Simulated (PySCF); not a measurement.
Cartesian coordinates in Å; atom numbers follow the order of the lines, from 1:
```xyz
6

C    -0.5172    0.0406    0.0115
B     1.0101   -0.0772   -0.0440
O     2.2109   -0.1697   -0.0869
H    -0.8774   -0.1256    1.0375
H    -0.9837   -0.7060   -0.6479
H    -0.8365    1.0419   -0.3132
```

[PySCF: σ from GIAO-PBE0/pcSseg-1; PBE0-D3(BJ)/def2-SVP structure; isolated molecule; no relativistic terms; a single conformation; equivalent nuclei averaged]

Scale: $^{13}$C (184.41 ppm) and $^{1}$H (31.27 ppm) vs TMS; BF3·OEt2 for $^{11}$B (100.73 ppm); $^{17}$O (334.56 ppm) against H2O (reference shieldings calculated alike).

```csv
atoms,nucleus,count,δ (ppm)
B2,$^{11}$B,1,?
H4/H5/H6,$^{1}$H,3,0.45
C1,$^{13}$C,1,?
O3,$^{17}$O,1,280.1
```

Question: Complete the table.

Answer: 
- C1: -15.3 ppm, methyl carbon bonded to B
- B2: 21.0 ppm, boron bonded to C, O

A carbon bonded to boron is broadened by the quadrupolar boron nucleus and is often missing from a measured spectrum. Shifts are as computed. Against solution values, carbons near 30 ppm lie about +2 ppm off and those near 130 ppm about +5 ppm. Of 1211 compounds with measured shifts, 218 miss one by over three times the rms of a fit or turn the order of signals round; such compounds aren't used in these exercises. Unscaled 17O shifts of doubly bonded oxygen tend to come out too high, by tens of ppm or more. Experimental scales use liquid or dissolved standards, which lie at an offset from isolated H2O (liquid H2O: subtract about 36 ppm).
